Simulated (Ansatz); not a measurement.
Stretch profile

SiNH5 (SMILES N[SiH3]), singlet, at its PBE0-D4/def2-TZVP minimum:

```xyz
7
angstrom
N -0.0977 -1.0710 -0.0209
Si 0.1280 0.6326 -0.0950
H -1.0177 -1.4578 -0.1574
H 0.4190 -1.6129 0.6529
H -0.5280 1.1265 -1.3332
H -0.4315 1.4166 1.0471
H 1.5892 0.8979 -0.1392
```

The bond length N1–H3 (1.007 Å at the minimum) is set to the values below, the two halves moving rigidly along the bond. Each method's energies count from its own value at the PBE0-D4 minimum structure. Ansatz 0.2.0; basis: def2-TZVPP; cores frozen in the correlated methods.

CCSD(T) energies along the scan:
```tsv
bond length (Å)	CCSD(T) (kcal/mol)
0.886	10.21
0.922	4.64
0.973	0.67
1.033	0.33
1.099	3.69
1.171	10.22
1.247	19.01
1.327	29.33
1.410	40.39
```
They count from the CCSD(T) energy at the PBE0-D4 minimum.

Largest difference from the CCSD(T) curve over the scan: PBE-D4 3.00; HF 7.47; MP2 1.56 kcal/mol. Each curve counts from its own value at the minimum.

T1 diagnostic: at most 0.012.

For scale, one of the runs: CCSD(T)/def2-TZVPP, 143 basis functions (an equivalent command: `ansatz run in.yaml --threads 2`). Time: 10 s of wall clock on 2 CPU threads; the host was shared. Peak host memory: 0.8 GiB.
